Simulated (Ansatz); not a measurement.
Molecule (SMILES): O (H2O).
Atoms: O1, H2, H3. Bonds: O1-H2, O1-H3.

Basis-set convergence of the optimised O1-H2 bond length at HF with Ansatz (a first-principles code). Cartesian d functions, on some or all atoms, in 6-31G*, 6-31+G*; all else is spherical. The program fits the integrals of some runs and decomposes those of others, by size. No added dispersion term, no relativity. Reference: the value in pcseg-4, 0.9395 Å, itself unsure by roughly 0.0001 Å (its mean distance from aug-pcseg-3, aug-cc-pVQZ, cc-pV5Z). Deviations are taken from unrounded values.

| basis | functions | optimised O1-H2 bond length (Å) |
|---|---|---|
| 6-31G* | 19 | 0.9473 |
| 6-31+G* | 23 | 0.9476 |
| cc-pVDZ | 24 | 0.9463 |
| aug-cc-pVDZ | 41 | 0.9436 |
| def2-SVP | 24 | 0.9450 |
| def2-SVPD | 39 | 0.9434 |
| pcseg-1 | 24 | 0.9464 |
| aug-pcseg-1 | 41 | 0.9443 |
| 6-311G** | 30 | 0.9410 |
| 6-311+G** | 34 | 0.9412 |
| def2-TZVP | 43 | 0.9420 |
| def2-TZVPD | 58 | 0.9425 |
| cc-pVTZ | 58 | 0.9406 |
| aug-cc-pVTZ | 92 | 0.9410 |
| pcseg-2 | 58 | 0.9395 |
| aug-pcseg-2 | 92 | 0.9397 |
| def2-TZVPP | 59 | 0.9400 |
| def2-TZVPPD | 74 | 0.9402 |
| cc-pVQZ | 115 | 0.9396 |
| aug-cc-pVQZ | 172 | 0.9398 |
| def2-QZVPP | 117 | 0.9396 |
| def2-QZVPPD | 132 | 0.9397 |
| pcseg-3 | 126 | 0.9395 |
| aug-pcseg-3 | 183 | 0.9396 |

What the diffuse functions change, pair by pair:
- 6-31G* to 6-31+G*: 4 more functions, deviation 0.0078 to 0.0081 Å
- cc-pVDZ to aug-cc-pVDZ: 17 more functions, deviation 0.0068 to 0.0041 Å
- def2-SVP to def2-SVPD: 15 more functions, deviation 0.0055 to 0.0039 Å
- pcseg-1 to aug-pcseg-1: 17 more functions, deviation 0.0069 to 0.0048 Å
- 6-311G** to 6-311+G**: 4 more functions, deviation 0.0015 to 0.0017 Å
- def2-TZVP to def2-TZVPD: 15 more functions, deviation 0.0025 to 0.0030 Å
- cc-pVTZ to aug-cc-pVTZ: 34 more functions, deviation 0.0011 to 0.0015 Å
- pcseg-2 to aug-pcseg-2: 34 more functions, deviation 0.0000 to 0.0002 Å
- def2-TZVPP to def2-TZVPPD: 15 more functions, deviation 0.0005 to 0.0007 Å
- cc-pVQZ to aug-cc-pVQZ: 57 more functions, deviation 0.0001 to 0.0003 Å
- def2-QZVPP to def2-QZVPPD: 15 more functions, deviation 0.0001 to 0.0002 Å
- pcseg-3 to aug-pcseg-3: 57 more functions, deviation 0.0000 to 0.0001 Å

They bring the value nearer the reference by more than 0.0001 Å in 3 of 12 pairs.
